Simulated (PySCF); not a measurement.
System: zinc-blende InP. Method: PBE in PySCF (GTH pseudopotentials, Gaussian basis, DZ basis).

The same calculation (at the measured cell, 25.270 Å³/atom) with different numerical settings:

| run | k mesh | gap on the mesh (eV) | total energy (eV/atom) | rough time |
|---|---|---|---|---|
| 1 | 2×2×2 | 0.633 | -855.0811 | 3 core-min |
| 2 | 3×3×3 | 0.718 | -855.8053 | 6 core-min |
| 3 | 4×4×4 | 0.745 | -855.9523 | 10 core-min |

In the column total energy (eV/atom) the first row differs from the last by +0.8712 and the next to last by +0.1470.

The last row is no converged limit: other settings stay fixed.

Spin–orbit coupling is not included.
